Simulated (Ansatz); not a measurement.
Total energies of `OC1COCS1`.

```xyz
12

O    -0.778   -0.163   -1.651
C     0.161   -0.666   -0.734
C     1.000    0.516   -0.236
O     0.639    0.871    1.086
C    -0.591    0.319    1.433
S    -0.583   -1.368    0.758
H    -1.416   -0.858   -1.838
H     0.787   -1.441   -1.189
H     2.063    0.272   -0.228
H     0.823    1.354   -0.919
H    -1.429    0.876    0.999
H    -0.676    0.289    2.519
```

Charge 0, multiplicity 1. The geometry is a stationary point of PBE0-D4/def2-TZVP. It is one conformer, not always the lowest. Basis def2-TZVPP, the Gaussian-basis code of Ansatz.

RPA on PBE orbitals: Hartree–Fock energy of these orbitals -664.37496 Eh, correlation -1.82932 Eh (frozen core).

| functional | energy without D4 (Eh) | D4 term (kJ/mol) |
| --- | --- | --- |
| LDA (SPW92) | -663.15119 | – |
| PBE | -666.18934 | -28.1 |
| PBE0 | -666.23405 | -23.4 |
| B3LYP | -666.68696 | -45.2 |
| r2SCAN0 | -666.46100 | -7.9 |
| BHLYP | -666.51475 | -32.1 |
| LC-ωPBE | -666.39586 | – |
| ωB97X-V | -666.53015 | – |
| B2PLYP | -666.33740 | – |
| PBE-QIDH | -666.11022 | – |

Q: Give the same for revPBE, BLYP, r2SCAN, B97M-V, r2SCANh, HSE06 (plane-wave form), CAM-B3LYP, ωB97M-V. (An estimate is asked.)

A: Computed: 
| functional | energy without D4 (Eh) | D4 term (kJ/mol) |
| --- | --- | --- |
| revPBE | -666.51335 | -94.4 |
| BLYP | -666.58126 | -63.4 |
| r2SCAN | -666.50029 | -6.8 |
| B97M-V | -666.52426 | – |
| r2SCANh | -666.48396 | -7.1 |
| HSE06 (plane-wave form) | -666.21340 | -21.6 |
| CAM-B3LYP | -666.56661 | -23.4 |
| ωB97M-V | -666.55308 | – |

B3LYP takes the VWN-RPA correlation (the form of Gaussian; ORCA's B3LYP/G). HSE06 is the plane-wave form, built on full-range PBE exchange. The double hybrids freeze the cores in their second-order part.

LC-ωPBE has ω = 0.4 bohr⁻¹.
